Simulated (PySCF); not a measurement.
# wB97X-V/STO-3G run of CH5Al (AlH2Me)

What is the vertical ionisation energy of CH5Al (AlH2Me) at wB97X-V/STO-3G? 

The calculation is run with PySCF 2.14.0.

9 further runs of the same task are left out: 1 that didn't finish, 8 set aside as unsound or not needed.

## Step 1: Starting point

CH5Al: 7 atoms, total charge 0, spin state singlet. As SMILES, `[H][Al]([H])[CH3]`. The shape comes from GFN2-xTB, which is rough for such elements, and wasn't checked as a minimum.

Bond lengths: Al1–C4 1.985 Å, Al1–H2 1.551 Å, Al1–H3 1.551 Å, C4–H5 1.097 Å, C4–H6 1.098 Å, C4–H7 1.098 Å. Angles: Al1–C4–H5 113.2°, Al1–C4–H6 112.2°, Al1–C4–H7 112.2°, H2–Al1–C4 123.8°, H3–Al1–C4 123.7°, H5–C4–H6 106.1°, H5–C4–H7 105.9°, H6–C4–H7 106.7°, H2–Al1–H3 112.5°.

## Step 2: A single-point energy at wB97X-V/STO-3G

Contents of run.py:

```python
from pyscf import gto, dft

mol = gto.M(
    atom='''
Al     0.532240     0.925980    -0.002840
H      2.079610     1.030730     0.039470
H     -0.157080     2.315610    -0.032820
C     -0.456800    -0.794540    -0.002750
H     -0.578610    -1.223840    -1.005100
H     -1.469240    -0.690290     0.408830
H      0.049890    -1.563640     0.595200
''',
    max_memory=1860,
    basis='sto-3g',
    charge=0,
    verbose=3,
)

ks = dft.RKS(mol, xc='wb97x-v')
ks.grids.level = 5
ks.conv_tol = 1e-10
ks.nlcgrids.level = 1
ks.kernel()
if not ks.converged:
    ks = ks.newton().run(ks.mo_coeff, ks.mo_occ)

etot = ks.e_tot
print('E(%s) = %.9f' % ('WB97X-V', etot))
```

Command:

```sh
$ OMP_NUM_THREADS=1 python run.py
```

The log of the run:

```text
converged SCF energy = -280.08550610893
E(WB97X-V) = -280.085506109
```

Run time: 19 s. Hardware: 1 thread of Arm Neoverse V2, shared host; peak memory 0.2 GiB.

## Step 3: The doublet cation at the same level

Contents of calc.py:

```python
from pyscf import gto, dft

mol = gto.Mole()
mol.atom = '''
Al     0.532240     0.925980    -0.002840
H      2.079610     1.030730     0.039470
H     -0.157080     2.315610    -0.032820
C     -0.456800    -0.794540    -0.002750
H     -0.578610    -1.223840    -1.005100
H     -1.469240    -0.690290     0.408830
H      0.049890    -1.563640     0.595200
'''
mol.verbose = 3
mol.basis = 'sto-3g'
mol.spin = 1
mol.charge = 1
mol.max_memory = 1860
mol.build()

myscf = dft.UKS(mol)
myscf.xc = 'wb97x-v'
myscf.nlcgrids.level = 1
myscf.grids.level = 5
myscf.conv_tol = 1e-10
myscf.kernel()
if not myscf.converged:
    myscf = myscf.newton().run(myscf.mo_coeff, myscf.mo_occ)

e_final = myscf.e_tot
print('Final energy', e_final)
```

Command:

```sh
$ OMP_NUM_THREADS=1 python calc.py
```

The log of the run:

```text
converged SCF energy = -279.758551435842  <S^2> = 0.75669689  2S+1 = 2.0066857
Final energy -279.7585514358417
```

Wall time 34 s (1 thread of Arm Neoverse V2, shared host); peak memory 0.21 GiB.

## Step 4: Outcome

At wB97X-V/STO-3G:

```
                                          quantity          value
                       singlet CH5Al: total energy  -280.08551 Eh
                      singlet CH5Al: dipole moment         0.17 D
                        singlet CH5Al: HOMO energy       -8.17 eV
                        singlet CH5Al: LUMO energy        6.83 eV
                      singlet CH5Al: HOMO–LUMO gap       15.00 eV
                      doublet cation: total energy  -279.75855 Eh
doublet cation: HOMO energy (highest over α and β)      -15.17 eV
 doublet cation: LUMO energy (lowest over α and β)       -9.53 eV
                              doublet cation: ⟨S²⟩          0.757
vertical ionisation energy (to the doublet cation)       8.897 eV
```

The vertical ionisation energy comes to 8.90 eV (858 kJ/mol). The negative HOMO energy of the first species, 8.17 eV, lies 0.73 eV below that difference. In a minimal basis such a difference can be off by several eV, whatever the method. Mulliken charges (doublet cation) run from -0.32 on C4 to +1.01 on Al1.
